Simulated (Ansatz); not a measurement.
Input file:

```yaml
crystal:
  periodic: [false, false, false]
  atoms:
    - {symbol: B, position_ang: [0.000000, 0.000000, 0.511633]}
    - {symbol: Al, position_ang: [0.000000, 0.000000, -2.208367]}
    - {symbol: H, position_ang: [0.000000, 0.000000, 1.696733]}
basis:
  gaussian: {orbitals: 6-31G}
magnetization: {spin_polarized: false, initial_magnetization: 3}
correlation: {method: fic_mrcisd_q, electrons: outside_noble_gas, active_space: {window: {electrons: 7, orbitals: 9}, shells: [{species: Al, l: s, shell: 3}, {species: Al, l: p, shell: 3}, {species: B, l: s, shell: 2}, {species: B, l: p, shell: 2}, {species: H, l: s, shell: 1}]}}
```

```sh
$ ansatz run in.yaml --threads 1 --pin off --events-out ev --progress --plain --max-ram 2393MiB
```

(1) Roughly how long does this take on 1 thread of Arm Neoverse V1, shared host, and how much host memory?

```
489 factors; integrals over basis functions are off by at most 1.1e-7 eV
mean field evaluation 1: about -7263.1756 eV, gradient 7.3e0 eV
mean field evaluation 2: about -7263.1758 eV, gradient 7.3e0 eV
mean field evaluation 4: about -7264.1154 eV, gradient 3.0e0 eV
mean field evaluation 8: about -7264.3520 eV, gradient 3.5e-1 eV
mean field evaluation 16: about -7264.3533 eV, gradient 5.5e-4 eV
mean field evaluation 32: about -7264.5610 eV, gradient 6.4e-2 eV
mean field evaluation 64: about -7263.9976 eV, gradient 1.0e-2 eV
mean field evaluation 96: about -7261.4603 eV, gradient 4.2e0 eV
mean field evaluation 128: about -7263.1756 eV, gradient 7.3e0 eV
mean field -7264.55058928 eV, -266.9673100669 hartree, gradient 1.8e-6 eV, S^2 3.750000; 14 other end points of the search recorded, 0 dependent functions left out
reference -7264.55058928 eV, -266.9673100669 hartree; 11, 8 occupied and 13, 16 virtual orbitals, 489 factors
state -7266.58800526 eV, -267.0421837232 hartree
contracted CI cycle   1: correlation 0.00000000 eV, 0.0000000000 hartree, residual 4.79e0 eV
contracted CI cycle   2: correlation -0.60781200 eV, -0.0223366790 hartree, residual 1.18e0 eV
contracted CI cycle   3: correlation -0.64025402 eV, -0.0235289011 hartree, residual 2.78e-1 eV
contracted CI cycle   4: correlation -0.64198090 eV, -0.0235923629 hartree, residual 6.88e-2 eV
contracted CI cycle   5: correlation -0.64209560 eV, -0.0235965779 hartree, residual 1.70e-2 eV
contracted CI cycle   6: correlation -0.64210224 eV, -0.0235968222 hartree, residual 4.26e-3 eV
contracted CI cycle   7: correlation -0.64210269 eV, -0.0235968385 hartree, residual 1.06e-3 eV
state -7266.58800526 eV, -267.0421837232 hartree; corrected -7267.24426492 eV, -267.0663008206 hartree
Total energy: -7267.24426492 eV, -267.0663008206 hartree
Checks for a lower state left out: starts, orbital_swaps
```

Natural occupations: 1.9692 1.8951 1.0151 0.9262 0.9262 0.0978 0.0978 0.0536 0.0190.

For the same geometry and basis full CI lies 10.5 meV lower.

## Answers

(1) 4.3 s wall and 0.31 GiB.
